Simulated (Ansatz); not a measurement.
A run of Ansatz (development build ahead of 0.2.0) on doublet S2(+) at this shape:

```yaml
atoms:
  - { symbol: S, position_ang: [0.0000, 0.0000, 0.0000] }
  - { symbol: S, position_ang: [0.0000, 0.0000, 2.0075] }
```

Its results:

```
Converged                       : yes
Reference energy                : -794.45621 hartree
Correlation energy              : -0.20393 hartree
Total energy                    : -794.66014 hartree
Spin squared of the determinant : 1.508
Stability test                  : minimum
```

Messages of the program:
```
mean field -21618.25474603 eV, -794.4562085371 hartree, gradient 3.1e-6 eV, S^2 1.508077; 14 other ends of a descent, 0 dependent functions left out
```

Task: Which input gives this output? Name the method, the orbitals and the basis set, and write the input.

Result: UHF-MP2 in def2-SVP.

```yaml
crystal:
  periodic: [false, false, false]
  atoms:
    - { symbol: S, position_ang: [0.0, 0.0, 0.0] }
    - { symbol: S, position_ang: [0.0, 0.0, 2.0075] }
basis:
  gaussian: { orbitals: def2-SVP }
total_charge: 1
magnetization:
  spin_polarized: true
  initial_magnetization: 1
hamiltonian:
  xc: hf
correlation:
  method: mp2
  frozen_orbitals: { S: 5 }
```

Caution: the unrestricted determinant is spin contaminated; MP2 on this radical cation hangs on the determinant chosen; the determinant may break the point group; another reference gives a lower total.
